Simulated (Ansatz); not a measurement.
Reaction (formal exchange of groups at a C–O bond): `CCC(C)(O)CC` + CH₄ → `CCC(C)(C)CC` + H₂O

Isolated molecules relaxed with PBE0-D4/def2-TZVP in Ansatz; ΔE leaves out vibrations. CBS: MP2 limit from def2 TZ/QZ plus the TZ coupled-cluster correction, frozen cores. This one scheme is used for every species. Functionals use def2-TZVPP. B3LYP here is the variant with VWN-RPA as its local correlation; programs differ in this. Each species was taken in one conformer, which may not be the lowest.

| level | ΔE (kJ/mol) |
| --- | --- |
| LDA (SPW92) | -10.3 |
| BLYP-D4 | -7.2 |
| r2SCAN-D4 | -7.4 |
| B3LYP-D4 | -9.0 |
| r2SCAN | -5.8 |
| LC-ωPBE | -10.3 |
| CCSD(T)/def2-TZVPP | -17.9 |
| MP2/CBS(def2) | -28.9 |

**Question.** What does CCSD(T)/CBS give? (Estimate.)

**Answer.** The calculation gave: -21.3 kJ/mol. The listed levels differ from it by 11.0, 14.1, 13.9, 12.3, 15.5, 11.0, 3.4, -7.6 kJ/mol.

Largest T1 diagnostic among the species: 0.009.

From PBE to PBE0 (25 % exact exchange), in def2-TZVPP and without D4, ΔE moves by −3.8 kJ/mol. In def2-TZVPP, CCSD(T) changes the Hartree–Fock value by −17.6 kJ/mol (the triples alone add −1.0 kJ/mol) and MP2 by −25.2 kJ/mol. At CCSD(T), def2-SVP lies +17.5 kJ/mol from the extrapolated value and def2-TZVPP +3.4 kJ/mol.

CCSD(T)/CBS has its own doubt, a few kJ/mol and more with outer-core shells, so smaller differences from it don't rank the levels.
